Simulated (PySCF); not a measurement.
Compound: 2-butanone, C₄H₈O.
SMILES with atom numbers: `[CH3:1][CH2:2][C:3]([CH3:4])=[O:5]` (hydrogens: H6, H7, H8 on C1; H9, H10 on C2; H11, H12, H13 on C4)

The geometry is computed with GFN2-xTB (gas phase).

(1) List the bond lengths, angles and torsions at this level.

## Answers

(1) 
| bond | length (bohr) |
| --- | --- |
| C1–C2 | 2.878 |
| C2–C3 | 2.864 |
| C3–C4 | 2.854 |
| C3=O5 | 2.274 |
| C1–H6, C1–H7, C1–H8 | 2.054 |
| C2–H9, C2–H10 | 2.065 |
| C4–H11, C4–H12, C4–H13 | 2.055 |

Bonds in one row agree within 0.02 bohr and their mean is given. A selection of angles:
| angle | degrees |
| --- | --- |
| C2–C1–H6 | 110.7 |
| C2–C1–H7 | 110.3 |
| H6–C1–H7 | 108.8 |
| H7–C1–H8 | 108.0 |
| C1–C2–C3 | 112.4 |
| C1–C2–H9 | 110.0 |
| C1–C2–H10 | 111.0 |
| C3–C2–H9 | 107.1 |
| C3–C2–H10 | 108.9 |
| H9–C2–H10 | 107.2 |
| C2–C3–C4 | 114.2 |
| C2–C3–O5 | 123.2 |
| C4–C3–O5 | 122.6 |
| C3–C4–H11 | 110.8 |
| C3–C4–H12 | 110.1 |
| H11–C4–H12 | 110.1 |
| H11–C4–H13 | 108.2 |

Torsions: C1–C2–C3–C4 169° (antiperiplanar). The mirror-image conformer, all signs reversed, is as good.

Of the pairs four or more bonds apart, O5···H8 is among the closest relative to their van der Waals radii: 2.64 Å, 97 % of the sum of Bondi's values.

Point group: C1 (no symmetry element, even within 0.4 Å). No GFN2-xTB frequencies stand behind this structure, so it isn't proved a minimum. One conformer, not necessarily the lowest.
